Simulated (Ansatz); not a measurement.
Calculated with Ansatz (gas phase, PBE0-D4/def2-TZVP geometries, no zero-point term in ΔE). CCSD(T)/CBS adds triple-zeta CCSD(T) − MP2 to the extrapolated MP2 energy (def2 sets, frozen cores). This one scheme is used for every species. Functionals use def2-TZVPP. HSE06 is defined as in plane-wave codes.

Consider the hydrogenolysis of a C–C bond: `N#CC1=CCCC1` + H₂ → `C1=CCCC1` + `C#N`.

`N#CC1=CCCC1`:

```xyz
14

N     2.145   -0.349   -2.880
C     1.462   -0.303   -1.953
C     0.617   -0.203   -0.818
C     0.297   -1.213   -0.006
C    -0.660   -0.779    1.056
C    -0.608    0.755    0.975
C    -0.080    1.078   -0.431
H     0.650   -2.230   -0.125
H    -0.394   -1.163    2.045
H    -1.661   -1.172    0.833
H     0.100    1.129    1.718
H    -1.572    1.222    1.178
H     0.590    1.940   -0.448
H    -0.887    1.288   -1.142
```

H₂:

Cartesian coordinates in Å:
```
H 0.144 0.004 0.344
H -0.144 -0.004 -0.344
```

`C1=CCCC1`:

Cartesian coordinates in Å:
```
C -0.658 0.815 -0.854
C -0.565 1.151 0.428
C 0.271 0.174 1.203
C 0.395 -1.016 0.237
C 0.100 -0.444 -1.159
H -1.175 1.392 -1.612
H -0.995 2.042 0.870
H -0.177 -0.107 2.160
H 1.249 0.615 1.439
H 1.365 -1.513 0.297
H -0.367 -1.759 0.487
H -0.463 -1.141 -1.787
H 1.020 -0.209 -1.709
```

`C#N`:

Z-matrix (Å, degrees):
```
C
N 1 1.146
H 1 1.069 2 180.0
```

```
             level  ΔE (kcal/mol)  difference from CCSD(T)/CBS
        r2SCANh-D4            0.3                          3.1
          HSE06-D4           -0.1                          2.7
          BHLYP-D4           -2.3                          0.5
          PBE-QIDH           -1.4                          1.4
            revPBE           -0.5                          2.3
              PBE0           -1.2                          1.6
      MP2/def2-SVP           -0.1                          2.7
     CCSD/def2-SVP           -3.5                         -0.7
SCS-MP2/def2-QZVPP           -2.2                          0.6
      HF/CBS(def2)           -6.7                         -3.9
       CCSD(T)/CBS           -2.8                            0
```

(1) What do rigid-rotor, harmonic-oscillator terms from PBE0-D4/def2-TZVP frequencies (298.15 K, 1 bar) make of the CCSD(T)/CBS value? (Best estimate.)

Largest T1 diagnostic among the species: 0.014.

Results:

(1) Computed: ΔZPE = +4.6 kcal/mol, ΔH = +0.9 kcal/mol, ΔS = 31 J/(mol·K), ΔG = -1.3 kcal/mol.

From BLYP to BHLYP (50 % exact exchange), in def2-TZVPP and without D4, ΔE moves by −2.2 kcal/mol. The D4 term adds +1.8 kcal/mol with B3LYP and +1.0 kcal/mol with PBE0; it sums over pairs of atoms, weighted by their polarisabilities, and B3LYP, whose exchange is more repulsive, gets the larger term.

B3LYP here is the variant with VWN-RPA as its local correlation; programs differ in this.
